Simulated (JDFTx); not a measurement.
Input for JDFTx (a modified build): F (SMILES [F-]), charge -1, multiplicity 1, linear PCM without cavity terms (LA12), water, 1 M KCl; lengths in bohr, energies in hartree. JDFTx counts charge in electrons: elec-initial-charge is the number of excess electrons. The run starts from orbitals saved by an earlier run of the same system.

```
lattice \
  17.0075351216 0.0000000000 0.0000000000 \
  0.0000000000 17.0075351216 0.0000000000 \
  0.0000000000 0.0000000000 17.0075351216
coords-type Cartesian
ion F 0.0000000000 0.0000000000 0.0000000000 0
ion-species pseudo/f_pbe_v1.4.upf
elec-cutoff 20 100
elec-ex-corr gga-PBE
symmetries none
elec-n-bands 4
elec-initial-charge +1
electronic-minimize nIterations 150 energyDiffThreshold 1e-7
fluid LinearPCM
pcm-variant LA12
fluid-solvent H2O
fluid-cation K+ 1
fluid-anion Cl- 1
fluid-minimize nIterations 400 knormThreshold 1e-11
wavefunction read s0.wfns 7
dump-name s3.$VAR
dump End State Ecomponents EigStats BandEigs Forces ElecDensity IonicPositions FluidDebug
```

The log closes as follows.

```
[...]
ElecMinimize: Iter:  10  Etot: -24.464808632855565  |grad|_K:  6.444e-07  alpha:  7.869e-01  linmin:  3.508e-05
ElecMinimize: Iter:  11  Etot: -24.464808659323257  |grad|_K:  3.381e-07  alpha:  7.560e-01  linmin:  2.123e-06
ElecMinimize: Iter:  12  Etot: -24.464808667386212  |grad|_K:  1.892e-07  alpha:  8.364e-01  linmin:  1.019e-05
ElecMinimize: Converged (|Delta Etot|<1.000000e-07 for 2 iters).

# Ionic positions in cartesian coordinates:
ion F   0.000000000000000   0.000000000000000   0.000000000000000 0

# Forces in Cartesian coordinates:
force F   0.000000231562012   0.000000238072666  -0.000000075917708 0

# Energy components:
   A_diel =       -0.0689717955900044
   Eewald =       -4.0872347315626572
       EH =       19.8899204023954397
     Eloc =      -47.8249892869588891
      Enl =        3.4917542691751127
      Exc =       -4.8811218527501099
       KE =        9.0172461289757830
  MuShift =       -0.0014118010708831
-------------------------------------
     Etot =      -24.4648086673862117


	eMin: -0.882439 at state 0 ( [ +0.000000 +0.000000 +0.000000 ] spin 0 )
	HOMO: -0.209551 at state 0 ( [ +0.000000 +0.000000 +0.000000 ] spin 0 )
```

The run took 13 electronic cycles (a count that differs between repeats, as do the digits past 10⁻⁶ Ha); the highest occupied level lies at -5.70 eV from the bulk liquid.
